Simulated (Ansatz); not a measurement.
`C=C(O)OC` and `C=C(N)O` differ in one atom or group.

Ansatz, PBE0-D4/def2-TZVP geometries, multiplicity 1. Each molecule was computed in one conformer, which needn't be the lowest.

| property | `C=C(O)OC` |
| --- | --- |
| LUMO energy (PBE/def2-TZVPP) / eV | 0.43 |
| LUMO energy (ωB97M-V/def2-TZVPP) / eV | 2.77 |
| size of the dipole moment (B3LYP/def2-TZVPP) / D | 2.22 |
| HOMO–LUMO gap (ωB97M-V/def2-TZVPP) / eV | 11.30 |
| LUMO energy (B3LYP/def2-TZVPP) / eV | 0.94 |
| HOMO–LUMO gap (B3LYP/def2-TZVPP) / eV | 7.00 |

Question: Give the same properties after the change, and the shifts. (Best estimate.)

Answer: The calculation gave: 
| property | `C=C(N)O` | shift |
| --- | --- | --- |
| LUMO energy (PBE/def2-TZVPP) / eV | 0.01 | -0.42 |
| LUMO energy (ωB97M-V/def2-TZVPP) / eV | 2.33 | -0.44 |
| size of the dipole moment (B3LYP/def2-TZVPP) / D | 1.06 | -1.16 |
| HOMO–LUMO gap (ωB97M-V/def2-TZVPP) / eV | 10.42 | -0.88 |
| LUMO energy (B3LYP/def2-TZVPP) / eV | 0.50 | -0.44 |
| HOMO–LUMO gap (B3LYP/def2-TZVPP) / eV | 6.15 | -0.85 |

With PBE0 the HOMO rises by 0.41 eV and the LUMO falls by 0.45 eV, so the gap narrows by about 0.86 eV. PBE moves the HOMO by 0.39 eV and ωB97M-V by 0.43 eV. Dipoles are sizes alone; their direction can turn.

B3LYP here is the variant with VWN-RPA as its local correlation; programs differ in this.
